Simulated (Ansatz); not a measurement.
# CH3NaS (SMILES C[S][Na]) at HF/3-21G

Aim: the energy change on altering one bond length of CH3NaS at HF/3-21G, from 2 runs. 

Program for the calculation: Ansatz 0.2.0.

22 further runs of the same task are left out: 22 set aside as unsound or not needed.

## (1) The system as given

CH3NaS: 6 atoms, total charge 0, spin state singlet. SMILES: `C[S][Na]`. The shape is that of a PBE0-D4/def2-TZVP optimisation.

Bond lengths: C1–S2 1.822 Å, S2–Na3 2.478 Å, C1–H4 1.092 Å, C1–H5 1.092 Å, C1–H6 1.092 Å. Angles: C1–S2–Na3 107.5°, S2–C1–H4 108.5°, S2–C1–H5 112.2°, S2–C1–H6 112.2°, H4–C1–H5 107.6°, H4–C1–H6 107.6°, H5–C1–H6 108.6°.

## (2) The energy at HF/3-21G

File molecule.yaml:

```yaml
crystal:
  periodic: [false, false, false]
  atoms:
    - symbol: C
      position_ang: [-0.413100, 0.331700, -0.391900]
    - symbol: S
      position_ang: [-0.168900, -1.222400, 0.527100]
    - symbol: Na
      position_ang: [2.035300, -1.083000, 1.651500]
    - symbol: H
      position_ang: [-1.385700, 0.292700, -0.886900]
    - symbol: H
      position_ang: [0.344900, 0.476700, -1.165000]
    - symbol: H
      position_ang: [-0.412500, 1.204300, 0.265200]
basis:
  gaussian: {orbitals: 3-21G.json}
hamiltonian: {xc: hf}
accuracy: high
output: {orbitals: {seedname: orbitals}}
```

The basis set 3-21G is read from a file made from the Basis Set Exchange's data (not shown).

The run is started by

```sh
ansatz run molecule.yaml --threads 1 --pin off --max-ram 2610MiB --events-out events.jsonl --progress --plain --runs-dir runs
```

Standard output:

```text
Warning: RAYON_NUM_THREADS=1 ignored (pool sized by the plan → 1); use --threads N
Functional definition: HF
  name "HF"
  exchange = exact_x
  correlation = 0
905 factors; integrals over basis functions are off by at most 3.9e-9 eV
mean field evaluation 1: about -16212.4845 eV, gradient 1.8e1 eV
mean field evaluation 2: about -16212.6619 eV, gradient 1.9e1 eV
mean field evaluation 4: about -16213.8371 eV, gradient 9.5e-1 eV
mean field evaluation 8: about -16213.8516 eV, gradient 5.4e-3 eV
mean field evaluation 16: about -16213.8516 eV, gradient 1.3e-8 eV
mean field -16213.85160153 eV, -595.8480562129 hartree, gradient 1.3e-8 eV, S^2 0.000000; 0 other end points of the search recorded, 0 dependent functions left out
reference -16213.85160153 eV, -595.8480562129 hartree; 18, 18 occupied and 23, 23 virtual orbitals, 905 factors
Total energy: -16213.85160153 eV, -595.8480562129 hartree
```

Wall time 0.46 s (1 thread of Intel Xeon Platinum 8375C at 2.90GHz (Ice Lake), shared host); peak memory 0.1 GiB.

## (3) The distorted shape at the same level

File in.yaml:

```yaml
crystal:
  periodic: [false, false, false]
  atoms:
    - {symbol: C, position_ang: [-3.058172, 0.164418, -1.741196]}
    - {symbol: S, position_ang: [-2.813972, -1.389682, -0.822196]}
    - {symbol: Na, position_ang: [2.035300, -1.083000, 1.651500]}
    - {symbol: H, position_ang: [-4.030772, 0.125418, -2.236196]}
    - {symbol: H, position_ang: [-2.300172, 0.309418, -2.514296]}
    - {symbol: H, position_ang: [-3.057572, 1.037018, -1.084096]}
basis:
  gaussian: {orbitals: 3-21G.json}
hamiltonian: {xc: hf}
accuracy: high
output: {orbitals: {seedname: orbitals}}
```

The basis set 3-21G is read from a file made from the Basis Set Exchange's data (not shown).

The run is started by

```sh
ansatz run in.yaml --threads 1 --pin off --max-ram 2610MiB --events-out events.jsonl --progress --plain --runs-dir runs
```

Standard output:

```text
Warning: RAYON_NUM_THREADS=1 ignored (pool sized by the plan → 1); use --threads N
[... 4 set-up lines as earlier in the session ...]
850 factors; integrals over basis functions are off by at most 7.1e-9 eV
mean field evaluation 1: about -16209.1273 eV, gradient 2.1e1 eV
mean field evaluation 2: about -16209.2867 eV, gradient 2.1e1 eV
mean field evaluation 4: about -16210.3152 eV, gradient 1.1e1 eV
mean field evaluation 8: about -16210.9417 eV, gradient 6.1e-1 eV
mean field evaluation 16: about -16210.9759 eV, gradient 5.1e-4 eV
mean field evaluation 32: about -16210.9610 eV, gradient 5.7e-1 eV
mean field -16210.97586551 eV, -595.7423748635 hartree, gradient 4.9e-8 eV, S^2 0.000000; 0 other end points of the search recorded, 0 dependent functions left out
reference -16210.97586551 eV, -595.7423748635 hartree; 18, 18 occupied and 23, 23 virtual orbitals, 850 factors
Total energy: -16210.97586551 eV, -595.7423748635 hartree
```

It took 0.48 s on 1 thread of Intel Xeon Platinum 8375C at 2.90GHz (Ice Lake), shared host; peak memory 0.1 GiB.

## (4) Summary of results

At HF/3-21G:

```
                                                          quantity          value
                                         first shape: total energy  -595.84806 Eh
                                          first shape: HOMO energy       -7.14 eV
                                          first shape: LUMO energy       -0.38 eV
                                        first shape: HOMO–LUMO gap        6.76 eV
                                     distorted shape: total energy  -595.74237 Eh
                                      distorted shape: HOMO energy       -4.92 eV
                                      distorted shape: LUMO energy       -1.91 eV
                                    distorted shape: HOMO–LUMO gap        3.01 eV
energy change with the S2–Na3 bond stretched from 2.478 to 5.452 Å       2.876 eV
```

**Reading.** One bond (distorted shape) is far stretched, which a spin-restricted single reference describes badly; a broken-symmetry solution may lie lower. With the S2–Na3 bond stretched from 2.478 to 5.452 Å the energy rises by 2.88 eV (66 kcal/mol). The first shape isn't relaxed at this level, so the change isn't measured from a minimum. A restricted reference can't describe the breaking bond well at this length.
